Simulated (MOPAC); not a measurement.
MOPAC input (AM1):

```
AM1 PRECISE GNORM=0.05 LET XYZ GEO-OK AUX(PRECISION=9) THREADS=1
H6Si2

Si    0.00024600 1   -0.01101400 1    1.17211600 1
Si   -0.00024600 1    0.01101400 1   -1.17211600 1
H    -0.00038100 1    1.37523900 1    1.69966300 1
H    -1.20404700 1   -0.71203000 1    1.68030300 1
H     1.20549100 1   -0.71075200 1    1.67980900 1
H     0.00038100 1   -1.37523900 1   -1.69966300 1
H    -1.20549100 1    0.71075200 1   -1.67980900 1
H     1.20404700 1    0.71203000 1   -1.68030300 1
```

From the output:

```
                                                       MOPAC v23.2.5 Linux

          FINAL HEAT OF FORMATION =         16.14364 KCAL/MOL =      67.54497 KJ/MOL

          COSMO AREA              =        119.30 SQUARE ANGSTROMS
          COSMO VOLUME            =        110.85 CUBIC ANGSTROMS

          GRADIENT NORM           =          0.03788          =       0.01339 PER ATOM
          IONIZATION POTENTIAL    =         10.643627 EV
          HOMO LUMO ENERGIES (EV) =        -10.644 -0.949
          NO. OF FILLED LEVELS    =          7
          MOLECULAR WEIGHT        =         62.2184         POINT GROUP:  D3d

          MOLECULAR DIMENSIONS (Angstroms)

            Atom       Atom       Distance
            H     6    H     3     4.38212
            H     7    H     5     4.00879
            H     4    H     8     3.83931

          SCF CALCULATIONS        =         12

   ATOM   CHEMICAL          X               Y               Z
  NUMBER   SYMBOL      (ANGSTROMS)     (ANGSTROMS)     (ANGSTROMS)

     1      Si          0.00025326  *  -0.01135477  *   1.20830830  *
     2      Si         -0.00025326  *   0.01135477  *  -1.20830830  *
     3       H         -0.00037266  *   1.36520784  *   1.71375118  *
     4       H         -1.19547191  *  -0.70720792  *   1.69452843  *
     5       H          1.19691794  *  -0.70593963  *   1.69403812  *
     6       H          0.00037266  *  -1.36520784  *  -1.71375118  *
     7       H         -1.19691794  *   0.70593963  *  -1.69403812  *
     8       H          1.19547190  *   0.70720792  *  -1.69452843  *

                             CARTESIAN COORDINATES

   1   Si        0.000253260    -0.011354771     1.208308299
   2   Si       -0.000253260     0.011354771    -1.208308299
   3    H       -0.000372661     1.365207840     1.713751180
   4    H       -1.195471906    -0.707207923     1.694528426
   5    H        1.196917942    -0.705939630     1.694038118
   6    H        0.000372661    -1.365207840    -1.713751180
   7    H       -1.196917943     0.705939631    -1.694038118
   8    H        1.195471904     0.707207923    -1.694528426

           Empirical Formula: H6 Si2  =     8 atoms

      MOLECULAR POINT GROUP   :   D3d

                  EIGENVALUES
 -15.99415 -15.39578 -13.01920 -13.01919 -11.94554 -11.94552 -10.64363  -0.94908
   1.29874   1.29875   1.57475   1.57476   2.02444   2.12149

              NET ATOMIC CHARGES AND DIPOLE CONTRIBUTIONS

  ATOM NO.   TYPE          CHARGE      No. of ELECS.   s-Pop       p-Pop
    1         Si           0.349704        3.6503     0.89853     2.75177
    2         Si           0.349704        3.6503     0.89853     2.75177
    3          H          -0.116567        1.1166     1.11657
    4          H          -0.116569        1.1166     1.11657
    5          H          -0.116568        1.1166     1.11657
    6          H          -0.116567        1.1166     1.11657
    7          H          -0.116568        1.1166     1.11657
    8          H          -0.116569        1.1166     1.11657
 DIPOLE           X         Y         Z       TOTAL
 POINT-CHG.    -0.000    -0.000    -0.000     0.000
 HYBRID         0.000     0.000     0.000     0.000
 SUM           -0.000    -0.000    -0.000     0.000

          ATOMIC ORBITAL ELECTRON POPULATIONS

     Atom    s        px        py        pz
    1 Si   0.89853   0.89093   0.89093   0.96991
    2 Si   0.89853   0.89093   0.89093   0.96991
    3  H   1.11657
    4  H   1.11657
    5  H   1.11657
    6  H   1.11657
    7  H   1.11657
    8  H   1.11657

 **********************
 *                    *
 * JOB ENDED NORMALLY *
 *                    *
 **********************

 == MOPAC DONE ==
```

The geometry given is a B3LYP-D3(BJ)/def2-TZVP minimum.
